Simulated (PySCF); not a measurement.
The vertical singlet excitations below were computed for one of the candidates. Computed with TDDFT CAM-B3LYP/def2-SVPD, vertical, gas phase, core orbitals frozen in the response (PySCF 2.14.0, density-fitted response routines). Geometries: GFN2-xTB, one conformer each.

```
state  E (eV)       f  main configurations (H = HOMO, L = LUMO)
   S1    4.77  0.0090                  H-2→L (75%), H-1→L (24%)
   S2    5.34  0.0015                  H-1→L (70%), H-2→L (22%)
   S3    5.42   0.283                                 H→L (95%)
   S4    6.37   0.044               H-1→L+1 (80%), H-1→L+2 (8%)
   S5    6.37  0.0011                               H→L+1 (89%)
   S6    6.84   0.025                  H→L+2 (72%), H→L+3 (20%)
   S7    7.08   0.069                             H-2→L+1 (92%)
   S8    7.27   0.033   H-1→L+5 (47%), H-4→L (27%), H-3→L (17%)
```

Task: Which structure fits?
A. `F/C=C/F`
B. `C/C=P\CP`
C. `C=CC(F)(F)F`

Result: B. Its S1, at 4.77 eV, is the lowest among the candidates; the nearest of the others has S1 at 6.95 eV. S1 is HOMO-2→LUMO (75%), HOMO-1→LUMO (24%). Löwdin shares by element: HOMO carbon 53%, phosphorus 36% or more; LUMO carbon 45%, phosphorus 41% or more. At the same level the other candidates give, for their lowest levels:
- `F/C=C/F`: 6.95 eV (f 0.000); 7.51 eV (f 0.302); 7.56 eV (f 0.034); 8.23 eV (f 0.000); 9.02 eV (f 0.000); T1 4.32 eV; HOMO -9.13, LUMO 1.18 eV
- `C=CC(F)(F)F`: 7.82 eV (f 0.401); 8.19 eV (f 0.000); 8.40 eV (f 0.055); 9.15 eV (f 0.002); 9.51 eV (f 0.001); T1 4.47 eV; HOMO -10.33, LUMO 0.22 eV

Shape of the structure used: `[CH3:1]/[CH:2]=[P:3]\[CH2:4][PH2:5]`: C2–P3–C4–P5 180°, H–P5–C4–P3 46°, H–P5–C4–P3 -46°.
Triplets come from the Tamm–Dancoff approximation.
